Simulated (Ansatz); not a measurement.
# BH₃ (singlet): from Hartree-Fock to the top rungs, cc-pVDZ

The task here is to estimate one member of a computed series from the others.

The runs use Ansatz 0.2.0, Gaussian basis; cc-pVDZ, core rule «outside noble gas», up to 1 orbitals frozen.

The runs, in order: UHF; CCSD(T) on RHF; BCCD(T) on RHF; CISD; CCSDT(Q) on RHF; CISDTQ; CCSDTQ on RHF; CASSCF and MRCISD+Q, 6 electrons in 7 orbitals; CASSCF and NEVPT2, 6 electrons in 7 orbitals; Full CI.

21 further runs of the same task are left out: 5 for a known fault of the program, 8 that didn't finish, 8 set aside as unsound or not needed.

## The system

The geometry is a PBE0/def2-TZVP stationary point (not a proven minimum).

4 atoms, charge 0, spin multiplicity 1.

Atoms are counted from 1 here; the program's logs count them from 0.

Bond lengths: B1–H2 1.193 Å, B1–H3 1.193 Å, B1–H4 1.193 Å. Angles: H2–B1–H3 120.0°, H2–B1–H4 120.0°, H3–B1–H4 120.0°.

The first run:

Contents of in.yaml:

```yaml
crystal:
  periodic: [false, false, false]
  atoms:
    - {symbol: B, position_ang: [0.000000, 0.000000, 0.000000]}
    - {symbol: H, position_ang: [1.193377, 0.014556, -0.000258]}
    - {symbol: H, position_ang: [-0.609294, 1.026213, -0.002837]}
    - {symbol: H, position_ang: [-0.584082, -1.040768, 0.003095]}
basis:
  gaussian: {orbitals: cc-pVDZ}
magnetization: {spin_polarized: true, initial_magnetization: 0}
hamiltonian: {xc: hf}
output: {orbitals: {seedname: orbitals}}
```

Run with:

```console
ansatz run in.yaml --threads 1 --pin off --events-out ev --progress --plain --max-ram 2393MiB
```

Steps of the session up to this table: UHF; CCSD(T) on RHF; BCCD(T) on RHF; CISD; CCSDT(Q) on RHF; CISDTQ; CCSDTQ on RHF; CASSCF and MRCISD+Q, 6 electrons in 7 orbitals; CASSCF and NEVPT2, 6 electrons in 7 orbitals; Full CI.

One table of the session follows, with a row left open; its other results are not shown here.

It belongs to the step «Misses and costs». 

```
          method  from FCI (kcal/mol)
             RHF               +74.07
            RMP2               +16.29
            CISD                    ?
           RCCSD                +1.20
        RCCSD(T)                +0.25
         BCCD(T)                +0.25
          RCCSDT                +0.03
          CISDTQ                +0.05
       RCCSDT(Q)                 0.00
         RCCSDTQ                 0.00
  CASSCF valence               +43.85
  NEVPT2 valence               +13.20
  MRCISD valence                +1.35
MRCISD+Q valence                -0.02
             FCI                    0
```

Estimate the missing values for CISD.

As computed: from FCI (kcal/mol): +3.40. In the column «from FCI (kcal/mol)» it lies between MRCISD valence (+1.35) and NEVPT2 valence (+13.20).

With the free atoms at the same levels and basis (separate runs), the atomisation energy is 11.462 eV at FCI, 11.461 eV at RCCSD(T), 9.877 eV at RHF.
